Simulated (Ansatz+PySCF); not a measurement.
Values are calculated unless marked as measured or tabulated.
Input for PySCF 2.14.0:

```python
from pyscf import gto, scf

mol = gto.M(atom="""
C 0.614410 0.720670 0.000000
C -0.614410 0.720670 0.000000
C -0.614410 -0.720670 0.000000
C 0.614410 -0.720670 0.000000
H 1.325560 1.428960 0.000000
H -1.325560 1.428960 0.000000
H -1.325560 -1.428960 0.000000
H 1.325560 -1.428960 0.000000
""", basis='def2-svp', charge=0, spin=0)
mf = scf.RHF(mol)
mf.init_guess = 'minao'
mf.kernel()
while True:  # follow internal instabilities
    mo, _, stable, _ = mf.stability(return_status=True)
    if stable: break
    mf.kernel(mf.make_rdm1(mo, mf.mo_occ))
print(mf.converged, mf.e_tot, mf.spin_square()[0])
```

The script is written out from the run's settings.

Results

* Converged: yes
* Total energy: -153.46315 hartree
* Spin squared of the determinant: 0.000

Caution: an unrestricted determinant lies well below.
